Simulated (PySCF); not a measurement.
Rows and methods have been separated. Pair them.

Nitric acid, HNO3.
Numbering: `[O:1]=[N+:2]([O-:3])[OH:4]` (hydrogens: H5 on O4)

Cartesian coordinates in Å at the PBE0-D3(BJ)/def2-SVP level; atoms count from 1:
```
atom  x, y, z in Å
O1    -0.3201    1.1715   -0.4019
N2    -0.3687    0.1292    0.1914
O3    -1.1675   -0.2665    0.9743
O4     0.6567   -0.7534   -0.0684
H5     1.2077   -0.2807   -0.7146
```

The closed-shell ground state was solved 3 times with PySCF (density fitting, gas phase), always with B3LYP, in these basis sets: 6-31G-J, pcJ-0 and pcJ-2.

| row | total energy (Eh) | HOMO (eV) | LUMO (eV) | dipole (D) |
| --- | --- | --- | --- | --- |
| P | -281.0227 | -9.28 | -2.32 | 2.46 |
| Q | -280.8121 | -9.18 | -2.45 | 2.57 |
| R | -280.2137 | -8.96 | -2.34 | 2.54 |

**Question.** Which basis belongs to which row?

**Answer.** P = pcJ-2, Q = 6-31G-J, R = pcJ-0. From the lowest total energy up: pcJ-2 (228 functions) 0 eV; 6-31G-J (52 functions) +5.73 eV; pcJ-0 (55 functions) +22.02 eV.

One conformer stands for the species.
